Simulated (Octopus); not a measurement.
# PN (phosphorus nitride): BLYP (scalar, in the pseudopotentials, pseudodojo_pbe potentials, pseudopotentials pseudodojo_pbe, grid spacing 0.15 angstrom)

Aim: the vertical ionisation energy of PN (phosphorus nitride) at BLYP (scalar, in the pseudopotentials, pseudodojo_pbe potentials, pseudopotentials pseudodojo_pbe, grid spacing 0.15 angstrom), from 2 runs. 

The results are computed with Octopus 16.4.

9 further runs of the same task are left out: 2 that didn't finish, 7 set aside as unsound or not needed.

## (1) The system as given

PN has 2 atoms, charge 0, and is taken as a singlet. As SMILES, `N#P`. Geometry: the measured bond length.

Bond lengths: N1–P2 1.491 Å.

## (2) Energy and gradient at BLYP (scalar, in the pseudopotentials, pseudodojo_pbe potentials, pseudopotentials pseudodojo_pbe, grid spacing 0.15 angstrom)

File geometry.xyz:

```xyz
2

N      0.000000     0.000000    -0.745433
P      0.000000     0.000000     0.745433
```

Command:

```bash
$ OMP_NUM_THREADS=1 octopus > gs.log
```

The log of the run:

```text
Version                : 16.4
************************** Calculation Mode **************************
Input: [CalculationMode = gs]
Input: [SpinComponents = unpolarized]
******************************* Space ********************************
Octopus will run in 3 dimension(s).
Octopus will treat the system as periodic in 0 dimension(s).
Input: [AllElectronType = no]
Input: [PseudopotentialSet = pseudodojo_pbe]
Reading Coordinates from geometry.xyz
****************************** Species *******************************
  Species 'N'
    type             : pseudopotential
    file format      : UPF2
    valence charge   : 5.0
    atomic number    :   7
    form on file     : kleinman-bylander
    lmax             : 1
    llocal           : -1
    projectors per l : 2
    total projectors : 4
    application form : kleinman-bylander
    orbitals         :  4
    bound orbitals   :  4
  Species 'P'
    type             : pseudopotential
    file format      : UPF2
    valence charge   : 5.0
    atomic number    :  15
    form on file     : kleinman-bylander
    lmax             : 2
    llocal           : -1
    projectors per l : 2
    total projectors : 6
    application form : kleinman-bylander
    orbitals         :  4
    bound orbitals   :  4
***************************** Symmetries *****************************
Symmetry elements : (Cinf) (sigma)
Symmetry group    : Cinfv
[... 20 lines left out ...]
** Warning:
[... 46 lines left out ...]
** Warning:
[... 32 lines left out ...]
Converged eigenvectors: 0
#  State  Eigenvalue [eV]  Occupation    Error
[... 9 lines left out ...]
Converged eigenvectors: 0
#  State  Eigenvalue [eV]  Occupation    Error
[... 57 lines left out ...]
 ediff =        1.57E-04 abs_dens =  1.55E-04 rel_dens =  1.55E-05
*********************** SCF CYCLE ITER #   20 ************************
 etot  = -4.67755248E+02 abs_ev   =  4.20E-04 rel_ev   =  3.68E-06
 ediff =        6.93E-05 abs_dens =  6.07E-05 rel_dens =  6.07E-06
*********************** SCF CYCLE ITER #   21 ************************
 etot  = -4.67756269E+02 abs_ev   =  6.68E-06 rel_ev   =  5.85E-08
 ediff =        3.75E-05 abs_dens =  5.30E-05 rel_dens =  5.30E-06
*********************** SCF CYCLE ITER #   22 ************************
 etot  = -4.67753604E+02 abs_ev   =  6.33E-04 rel_ev   =  5.54E-06
 ediff =        9.79E-05 abs_dens =  8.12E-05 rel_dens =  8.12E-06
*********************** SCF CYCLE ITER #   23 ************************
 etot  = -4.67753858E+02 abs_ev   =  1.43E-04 rel_ev   =  1.25E-06
 ediff =        9.34E-06 abs_dens =  1.19E-05 rel_dens =  1.19E-06
*********************** SCF CYCLE ITER #   24 ************************
 etot  = -4.67753744E+02 abs_ev   =  6.72E-06 rel_ev   =  5.89E-08
 ediff =        4.20E-06 abs_dens =  4.95E-06 rel_dens =  4.95E-07
Converged eigenvectors: 0
#  State  Eigenvalue [eV]  Occupation    Error
      1      -21.041846    2.000000   ( 1.6E-07)
      2      -12.175460    2.000000   ( 7.3E-08)
      3       -8.128116    2.000000   ( 7.7E-08)
      4       -8.128116    2.000000   ( 7.7E-08)
      5       -7.615505    2.000000   ( 4.1E-07)
                                                                     ^
*********************** SCF CYCLE ITER #   25 ************************
 etot  = -4.67753811E+02 abs_ev   =  5.29E-06 rel_ev   =  4.63E-08
 ediff =        2.46E-06 abs_dens =  4.29E-06 rel_dens =  4.29E-07
Converged eigenvectors: 0
#  State  Eigenvalue [eV]  Occupation    Error
      1      -21.041846    2.000000   ( 2.7E-07)
      2      -12.175461    2.000000   ( 2.0E-07)
      3       -8.128114    2.000000   ( 2.2E-07)
      4       -8.128114    2.000000   ( 2.2E-07)
      5       -7.615511    2.000000   ( 4.2E-07)
                                                                     ^
Info: SCF converged in   25 iterations
** Warning:
**   Some of the states are not fully converged!
Info: Number of matrix-vector products:       1669
Octopus emitted 3 warnings.
```

It took 21 s on 1 thread of Arm Neoverse V1, shared host; peak memory 0.16 GiB.

## (3) The doublet cation, same level

geometry.xyz is that of step 2.

Command:

```bash
$ OMP_NUM_THREADS=1 octopus > gs.log
```

The log of the run:

```text
Version                : 16.4
************************** Calculation Mode **************************
Input: [CalculationMode = gs]
Input: [SpinComponents = polarized]
******************************* Space ********************************
Octopus will run in 3 dimension(s).
Octopus will treat the system as periodic in 0 dimension(s).
Input: [AllElectronType = no]
Input: [PseudopotentialSet = pseudodojo_pbe]
Reading Coordinates from geometry.xyz
****************************** Species *******************************
  Species 'N'
    type             : pseudopotential
    file format      : UPF2
    valence charge   : 5.0
    atomic number    :   7
    form on file     : kleinman-bylander
    lmax             : 1
    llocal           : -1
    projectors per l : 2
    total projectors : 4
    application form : kleinman-bylander
    orbitals         :  4
    bound orbitals   :  4
  Species 'P'
    type             : pseudopotential
    file format      : UPF2
    valence charge   : 5.0
    atomic number    :  15
    form on file     : kleinman-bylander
    lmax             : 2
    llocal           : -1
    projectors per l : 2
    total projectors : 6
    application form : kleinman-bylander
    orbitals         :  4
    bound orbitals   :  4
***************************** Symmetries *****************************
Symmetry elements : (Cinf) (sigma)
Symmetry group    : Cinfv
[... 20 lines left out ...]
** Warning:
[... 46 lines left out ...]
** Warning:
[... 39 lines left out ...]
Converged eigenvectors: 0
#  State  Spin  Eigenvalue [eV]  Occupation    Error
[... 15 lines left out ...]
Converged eigenvectors: 0
#  State  Spin  Eigenvalue [eV]  Occupation    Error
[... 87 lines left out ...]
 ediff =        2.59E-05 abs_dens =  2.42E-05 rel_dens =  2.68E-06
*********************** SCF CYCLE ITER #   28 ************************
 etot  = -4.56186630E+02 abs_ev   =  4.46E-05 rel_ev   =  2.39E-07
 ediff =        6.06E-06 abs_dens =  5.99E-06 rel_dens =  6.66E-07
Converged eigenvectors: 0
#  State  Spin  Eigenvalue [eV]  Occupation    Error
      1    dn      -30.540739    1.000000   ( 5.1E-07)
      1    up      -29.585261    1.000000   ( 9.5E-07)
      2    dn      -21.414487    1.000000   ( 1.6E-07)
[... 6 lines of this table left out ...]
      5    up      -15.522195    0.000000   ( 5.8E-07)
                                                                 ^
Total Magnetic Moment:
 mz =  -1.000000
Local Magnetic Moments (sphere radius [A] =   0.745):
 Ion                    mz
   1         N      -0.599206
   2         P      -0.045473
*********************** SCF CYCLE ITER #   29 ************************
 etot  = -4.56186565E+02 abs_ev   =  1.05E-05 rel_ev   =  5.64E-08
 ediff =        2.37E-06 abs_dens =  4.85E-06 rel_dens =  5.39E-07
Converged eigenvectors: 0
#  State  Spin  Eigenvalue [eV]  Occupation    Error
      1    dn      -30.540741    1.000000   ( 3.9E-07)
      1    up      -29.585262    1.000000   ( 7.6E-07)
      2    dn      -21.414488    1.000000   ( 7.4E-08)
[... 6 lines of this table left out ...]
      5    up      -15.522192    0.000000   ( 5.1E-07)
                                                                 ^
Total Magnetic Moment:
 mz =  -1.000000
Local Magnetic Moments (sphere radius [A] =   0.745):
 Ion                    mz
   1         N      -0.599207
   2         P      -0.045473
Info: SCF converged in   29 iterations
** Warning:
**   Some of the states are not fully converged!
Info: Number of matrix-vector products:       4176
Octopus emitted 3 warnings.
```

It took 46 s on 1 thread of Arm Neoverse V1, shared host; peak memory 0.2 GiB.

## (4) Summary of results

Level: BLYP (scalar, in the pseudopotentials, pseudodojo_pbe potentials, pseudopotentials pseudodojo_pbe, grid spacing 0.15 angstrom).

| quantity | value |
| --- | --- |
| singlet PN: total energy | -17.18965 Eh |
| singlet PN: dipole moment | 2.83 D |
| singlet PN: HOMO energy | -7.62 eV |
| singlet PN: largest force on an atom | 0.626 eV/Å |
| doublet cation: total energy | -16.76455 Eh |
| doublet cation: HOMO energy (highest over α and β) | -16.44 eV |
| vertical ionisation energy (to the doublet cation) | 11.568 eV |

What this shows: The vertical ionisation energy comes to 11.57 eV (1116 kJ/mol). The largest force (singlet PN) is 0.63 eV/Å: the shape isn't a stationary point for this species at this level. The negative HOMO energy of the first species, 7.62 eV, lies 3.95 eV below that difference.
